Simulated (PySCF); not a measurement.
Two structures of SiH₂ClF, singlet, reached by relaxing down either side of one saddle point (PBE0-D4/def2-TZVP). Energies are electronic, without zero-point energy. PySCF 2.14 with density fitting (its default auxiliary sets; JK sets also for MP2 and CCSD(T)); basis: def2-TZVPP and def2-QZVPP; cores frozen in the correlated methods. Extrapolation: Hartree–Fock as exp(−7.88 √X), correlation as X^−2.97. First:

Si1  (-0.845, -0.998, 0.251)
F2  (0.496, -1.689, -0.355)
H3  (0.990, 1.453, -0.297)
H4  (-1.156, -0.127, -0.982)
Cl5  (0.598, 1.251, 0.908)
(Å)

Second:

```json
{"atom": "Si1", "x (Å)": "-0.6951", "y (Å)": "-0.8904", "z (Å)": "0.4211"}
{"atom": "F2", "x (Å)": "1.2051", "y (Å)": "-0.3287", "z (Å)": "-0.6735"}
{"atom": "H3", "x (Å)": "1.2146", "y (Å)": "0.5064", "z (Å)": "-0.2424"}
{"atom": "H4", "x (Å)": "-1.3830", "y (Å)": "-0.2896", "z (Å)": "-0.7979"}
{"atom": "Cl5", "x (Å)": "-0.3410", "y (Å)": "1.0257", "z (Å)": "1.3305"}
```

**Question.** Which bonds change from the first to the second?

**Answer.** SiHF ([F][SiH]) + HCl → SiHCl ([SiH][Cl]) + HF; bonds formed: Si1–Cl5, F2–H3; bonds broken: Si1–F2, H3–Cl5.

**Question.** Give the saddle point's structure and its height above each. (Judge from chemistry; the value comes from the calculation.)

**Answer.** The calculation gives: 13.42 kcal/mol above the first and 8.95 kcal/mol above the second (CCSD(T) at an estimated basis limit (MP2 extrapolated from triple and quadruple zeta, plus CCSD(T) − MP2 in triple zeta)).
Si1  (-0.513, -0.947, 0.360)
F2  (0.953, -0.512, -0.655)
H3  (0.889, 0.540, -0.056)
H4  (-1.454, -0.338, -0.672)
Cl5  (0.125, 1.257, 1.023)
(Å)

The search had been set up for a 1,1-elimination (forming F2–H3, breaking Si1–F2, Si1–H3); from that guess it ended on this step instead.

T1 diagnostic: at most 0.013.

Labels in which every atom is bracketed show which atoms are joined, not bond orders.

For scale, one of the runs: CCSD(T)/def2-TZVPP, 143 basis functions, launched by `OMP_NUM_THREADS=4 python run.py`. The run took 46 s on 4 CPU threads of an AMD EPYC 7B13 (shared host), with 0.88 GiB of host memory at its peak.
